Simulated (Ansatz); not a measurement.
# Relative stability

Two relaxed structures of CH$_{3}$BO, singlet (PBE0-D4/def2-TZVP; forces vanish, vibrations not checked).

A:

```xyz
6
angstrom
C -0.3270 0.3558 -0.4424
B 0.5411 -0.5580 0.1283
O 1.3491 -1.4144 0.7158
H 1.9195 -1.9218 0.1299
H -0.0412 1.3865 -0.6128
H -1.3305 0.0800 -0.7424
```

B:

```xyz
6
angstrom
C 0.6885 -0.5989 0.3990
B -0.3567 0.3103 -0.2067
O 1.4675 -1.2767 0.8504
H -1.1111 0.5551 0.7057
H 0.2662 1.2694 -0.5988
H -0.8541 -0.3465 -1.0915
```

Computed with Ansatz 0.2.0 (basis: def2-TZVPP); correlated methods freeze the cores. B3LYP uses VWN-RPA correlation.

Which structure is lower at CCSD(T), and by how much? (An estimate is asked for; the value comes from the calculation.)

The calculation gives: A, by 0.258 eV (electronic energy, against the other). By their contacts, A is CH₃BO ([CH2][B][OH]) and B is CH₃BO ([BH3][C][O]).

All methods give the same order:

```json
{"method": "PBE-D4", "E(B) − E(A) (eV)": "0.113"}
{"method": "r2SCAN-D4", "E(B) − E(A) (eV)": "0.178"}
{"method": "PBE0-D4", "E(B) − E(A) (eV)": "0.278"}
{"method": "B3LYP-D4", "E(B) − E(A) (eV)": "0.272"}
{"method": "wB97M-V", "E(B) − E(A) (eV)": "0.310"}
{"method": "HF", "E(B) − E(A) (eV)": "0.413"}
{"method": "MP2", "E(B) − E(A) (eV)": "0.286"}
{"method": "CCSD", "E(B) − E(A) (eV)": "0.330"}
{"method": "CCSD(T)", "E(B) − E(A) (eV)": "0.258"}
```

T1 diagnostic: at most 0.018.

Labels in which every atom is bracketed show which atoms are joined, not bond orders.

For scale, one of the runs: CCSD(T)/def2-TZVPP, 135 basis functions, launched by `ansatz run in.yaml --threads 2 --pin off --events-out ev --progress --plain --max-ram 4352MiB`. Time: 11 s of wall clock on 2 CPU threads of an Arm Neoverse V1; the host was shared. Peak host memory: 0.73 GiB.
